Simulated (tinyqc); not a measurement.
Inside a calculation. Method: UHF in the sto-3g basis, for H2O, spin multiplicity 1. One step of it, computed by the program tinyqc.

Question. Iteration 1: diagonalisation and new density. Diagonalise F' = X^T F X, C = X C', fill 5 alpha and 5 beta electrons from the bottom; D(s) = C_occ C_occ^T; the new density keeps 0.3 of the old one (damping). Each column has its largest component positive (the first on a tie).

F(alpha) (hartree):
```
             1O 1s      1O 2s     1O 2px     1O 2py     1O 2pz      2H 1s      3H 1s
1O 1s   -19.961951  -5.124978   0.000000   0.000000  -0.032153  -1.101429  -1.101429
1O 2s    -5.124978  -2.252946   0.000000   0.000000  -0.154649  -0.954000  -0.954000
1O 2px    0.000000   0.000000  -0.148206   0.109446   0.000000  -0.059724   0.059724
1O 2py    0.000000   0.000000   0.109446  -0.307270   0.000000  -0.343239   0.343239
1O 2pz   -0.032153  -0.154649   0.000000   0.000000  -0.311933  -0.343000  -0.343000
2H 1s    -1.101429  -0.954000  -0.059724  -0.343239  -0.343000  -0.506625  -0.393932
3H 1s    -1.101429  -0.954000   0.059724   0.343239  -0.343000  -0.393932  -0.506625
```

F(beta) (hartree):
```
             1O 1s      1O 2s     1O 2px     1O 2py     1O 2pz      2H 1s      3H 1s
1O 1s   -19.961951  -5.124978   0.000000   0.000000  -0.032153  -1.101429  -1.101429
1O 2s    -5.124978  -2.252946   0.000000   0.000000  -0.154649  -0.954000  -0.954000
1O 2px    0.000000   0.000000  -0.148206  -0.109446   0.000000   0.059724  -0.059724
1O 2py    0.000000   0.000000  -0.109446  -0.307270   0.000000  -0.343239   0.343239
1O 2pz   -0.032153  -0.154649   0.000000   0.000000  -0.311933  -0.343000  -0.343000
2H 1s    -1.101429  -0.954000   0.059724  -0.343239  -0.343000  -0.506625  -0.393932
3H 1s    -1.101429  -0.954000  -0.059724   0.343239  -0.343000  -0.393932  -0.506625
```

X:
```
                1          2          3         4          5          6         7
1O 1s   -0.310799   0.000000   0.752172  0.000000  -0.620723   0.000000  0.148713
1O 2s    1.143327   0.000000  -0.312539  0.000000  -0.318593   0.000000  0.414431
1O 2px   0.000000   0.000000   0.000000  1.000000   0.000000   0.000000  0.000000
1O 2py   0.000000   0.889709   0.000000  0.000000   0.000000   0.707581  0.000000
1O 2pz   0.565483   0.000000   0.650967  0.000000   0.624189   0.000000  0.206804
2H 1s   -0.720522  -0.858863  -0.154747  0.000000   0.126042   0.366497  0.377888
3H 1s   -0.720522   0.858863  -0.154747  0.000000   0.126042  -0.366497  0.377888
```

D(alpha) at the start:
```
            1O 1s      1O 2s     1O 2px     1O 2py     1O 2pz      2H 1s      3H 1s
1O 1s    1.031234  -0.124903   0.000000   0.000000   0.059467  -0.070140  -0.070140
1O 2s   -0.124903   0.575499   0.000000   0.000000  -0.217146   0.173559   0.173559
1O 2px   0.000000   0.000000   0.848353  -0.273916   0.000000   0.325248  -0.325248
1O 2py   0.000000   0.000000  -0.273916   0.797487   0.000000   0.082676  -0.082676
1O 2pz   0.059467  -0.217146   0.000000   0.000000   0.904483   0.061704   0.061704
2H 1s   -0.070140   0.173559   0.325248   0.082676   0.061704   0.247567  -0.101194
3H 1s   -0.070140   0.173559  -0.325248  -0.082676   0.061704  -0.101194   0.247567
```

D(beta) at the start:
```
            1O 1s      1O 2s     1O 2px     1O 2py     1O 2pz      2H 1s      3H 1s
1O 1s    1.031234  -0.124903   0.000000   0.000000   0.059467  -0.070140  -0.070140
1O 2s   -0.124903   0.575499   0.000000   0.000000  -0.217146   0.173559   0.173559
1O 2px   0.000000   0.000000   0.848353   0.273916   0.000000  -0.325248   0.325248
1O 2py   0.000000   0.000000   0.273916   0.797487   0.000000   0.082676  -0.082676
1O 2pz   0.059467  -0.217146   0.000000   0.000000   0.904483   0.061704   0.061704
2H 1s   -0.070140   0.173559  -0.325248   0.082676   0.061704   0.247567  -0.101194
3H 1s   -0.070140   0.173559   0.325248  -0.082676   0.061704  -0.101194   0.247567
```

overlap S:
```
           1O 1s     1O 2s    1O 2px     1O 2py    1O 2pz     2H 1s      3H 1s
1O 1s   1.000000  0.236704  0.000000   0.000000  0.000000  0.050216   0.050216
1O 2s   0.236704  1.000000  0.000000   0.000000  0.000000  0.455080   0.455080
1O 2px  0.000000  0.000000  1.000000   0.000000  0.000000  0.000000   0.000000
1O 2py  0.000000  0.000000  0.000000   1.000000  0.000000  0.289468  -0.289468
1O 2pz  0.000000  0.000000  0.000000   0.000000  1.000000  0.250330   0.250330
2H 1s   0.050216  0.455080  0.000000   0.289468  0.250330  1.000000   0.259000
3H 1s   0.050216  0.455080  0.000000  -0.289468  0.250330  0.259000   1.000000
```

Give: F' = X^T F X; orbital energies; coefficients C; F' = X^T F X; orbital energies; coefficients C; D(alpha) after iteration 1; D(beta) after iteration 1.

Answer.

F' = X^T F X (alpha) (hartree):
```
         1       2        3        4        5        6        7
1   0.2615  0.0000   1.5335   0.0000  -1.2645   0.0000   0.2201
2   0.0000  0.6396   0.0000   0.2000   0.0000   0.0708   0.0000
3   1.5335  0.0000  -8.7816   0.0000   8.8688   0.0000  -3.6515
4   0.0000  0.2000   0.0000  -0.1482   0.0000   0.0337   0.0000
5  -1.2645  0.0000   8.8688   0.0000  -9.6207   0.0000   3.9724
6   0.0000  0.0708   0.0000   0.0337   0.0000  -0.5402   0.0000
7   0.2201  0.0000  -3.6515   0.0000   3.9724   0.0000  -2.7116
```

orbital energies (alpha) (hartree): MO1 -19.9721, MO2 -1.1300, MO3 -0.5457, MO4 -0.3424, MO5 -0.1953, MO6 0.5921, MO7 0.6923

coefficients C (alpha):
```
            MO1      MO2      MO3      MO4      MO5      MO6      MO7
1O 1s    0.9937  -0.2180   0.0000   0.1137   0.0000  -0.1479   0.0000
1O 2s    0.0282   0.7513   0.0000  -0.5340   0.0000   0.9098   0.0000
1O 2px   0.0000   0.0000  -0.0595   0.0000   0.9706   0.0000   0.2334
1O 2py   0.0000   0.0000   0.6614   0.0000  -0.1776   0.0000   0.9074
1O 2pz   0.0049   0.1652   0.0000   0.8101   0.0000   0.7016   0.0000
2H 1s   -0.0063   0.2157   0.4080   0.2014   0.2199  -0.7840  -0.8107
3H 1s   -0.0063   0.2157  -0.4080   0.2014  -0.2199  -0.7840   0.8107
```

F' = X^T F X (beta) (hartree):
```
         1        2        3        4        5        6        7
1   0.2615   0.0000   1.5335   0.0000  -1.2645   0.0000   0.2201
2   0.0000   0.6396   0.0000  -0.2000   0.0000   0.0708   0.0000
3   1.5335   0.0000  -8.7816   0.0000   8.8688   0.0000  -3.6515
4   0.0000  -0.2000   0.0000  -0.1482   0.0000  -0.0337   0.0000
5  -1.2645   0.0000   8.8688   0.0000  -9.6207   0.0000   3.9724
6   0.0000   0.0708   0.0000  -0.0337   0.0000  -0.5402   0.0000
7   0.2201   0.0000  -3.6515   0.0000   3.9724   0.0000  -2.7116
```

orbital energies (beta) (hartree): MO1 -19.9721, MO2 -1.1300, MO3 -0.5457, MO4 -0.3424, MO5 -0.1953, MO6 0.5921, MO7 0.6923

coefficients C (beta):
```
            MO1      MO2      MO3      MO4      MO5      MO6      MO7
1O 1s    0.9937  -0.2180   0.0000   0.1137   0.0000  -0.1479   0.0000
1O 2s    0.0282   0.7513   0.0000  -0.5340   0.0000   0.9098   0.0000
1O 2px   0.0000   0.0000   0.0595   0.0000   0.9706   0.0000  -0.2334
1O 2py   0.0000   0.0000   0.6614   0.0000   0.1776   0.0000   0.9074
1O 2pz   0.0049   0.1652   0.0000   0.8101   0.0000   0.7016   0.0000
2H 1s   -0.0063   0.2157   0.4080   0.2014  -0.2199  -0.7840  -0.8107
3H 1s   -0.0063   0.2157  -0.4080   0.2014   0.2199  -0.7840   0.8107
```

D(alpha) after iteration 1:
```
          1O 1s    1O 2s   1O 2px   1O 2py   1O 2pz    2H 1s    3H 1s
1O 1s    1.0429  -0.1750   0.0000   0.0000   0.0605  -0.0423  -0.0423
1O 2s   -0.1750   0.7680   0.0000   0.0000  -0.2810   0.0901   0.0901
1O 2px   0.0000   0.0000   0.9164  -0.2304   0.0000   0.2300  -0.2300
1O 2py   0.0000   0.0000  -0.2304   0.5675   0.0000   0.1863  -0.1863
1O 2pz   0.0605  -0.2810   0.0000   0.0000   0.7499   0.1576   0.1576
2H 1s   -0.0423   0.0901   0.2300   0.1863   0.1576   0.2856  -0.1197
3H 1s   -0.0423   0.0901  -0.2300  -0.1863   0.1576  -0.1197   0.2856
```

D(beta) after iteration 1:
```
          1O 1s    1O 2s   1O 2px   1O 2py   1O 2pz    2H 1s    3H 1s
1O 1s    1.0429  -0.1750   0.0000   0.0000   0.0605  -0.0423  -0.0423
1O 2s   -0.1750   0.7680   0.0000   0.0000  -0.2810   0.0901   0.0901
1O 2px   0.0000   0.0000   0.9164   0.2304   0.0000  -0.2300   0.2300
1O 2py   0.0000   0.0000   0.2304   0.5675   0.0000   0.1863  -0.1863
1O 2pz   0.0605  -0.2810   0.0000   0.0000   0.7499   0.1576   0.1576
2H 1s   -0.0423   0.0901  -0.2300   0.1863   0.1576   0.2856  -0.1197
3H 1s   -0.0423   0.0901   0.2300  -0.1863   0.1576  -0.1197   0.2856
```
